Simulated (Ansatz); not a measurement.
Basis-set extrapolation for `COCC(=N)O` (PBE0-D4/def2-TZVP geometry, frozen core, Ansatz 0.2.0). Multiplicity 1, RHF reference.

|  | def2-TZVPP | def2-QZVPP |
| --- | --- | --- |
| HF | -321.969909 | -321.984729 |
| MP2 correlation | -1.177731 | -1.262753 |
| CCSD(T) correlation | -1.259406 | not run |

Energies in hartree. Use E(X) = E(∞) + A·exp(−7.88·√X) for Hartree–Fock and E(X) = E(∞) + B·X^(−2.97) for correlation, with X = 3 and 4, and add CCSD(T) minus MP2 of the smaller set to the MP2 limit.

Problem. What is the CCSD(T) energy at the basis-set limit?

Solution. HF limit: -321.984729 + (-0.014820) × 0.13774 = -321.98677. MP2 limit: -1.262753 + (-0.085022) × 0.74074 = -1.32573. Higher-order term: -1.259406 − (-1.177731) = -0.08167. Total: -323.39417 hartree, 103.4 kcal/mol below CCSD(T)/def2-TZVPP.
